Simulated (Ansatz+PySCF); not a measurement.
Results of a calculation; reference values are marked as such.
**Several solutions for triplet O2 in separate pieces**

```xyz
2

O     0.0000    0.0000   -1.7824
O     0.0000    0.0000    1.7824
```

Basis set: cc-pVDZ (spherical functions). Charge 0, multiplicity 3.

CASSCF(4,4) was run from several starts with Ansatz (development build ahead of 0.2.0) and PySCF 2.14.0. The starts are those of the Hartree–Fock orbitals from which the active space was taken at the frontier.

```tsv
run	program	start	converged	energy (hartree)	<S²>
A	Ansatz	search for the lowest state	yes	-149.57527	2.00
B	Ansatz	stability test followed	yes	-149.46538	2.00
C	Ansatz	atomic start, no search	yes	-149.46538	2.00
D	PySCF	program defaults	yes	-149.57498	2.00
```

Problem. Which runs reached the lowest solution of this kind, and what is wrong with the others?

Solution. A, D reached the lowest solution found or ended within 0.01 eV of it (a small difference can mark another solution nearby). Converged but too high: B by 2.99 eV, C by 2.99 eV. Convergence only shows a stationary point; in CASSCF the end hangs on which orbitals enter the active space. Caution: other starts end on other solutions of this active space.
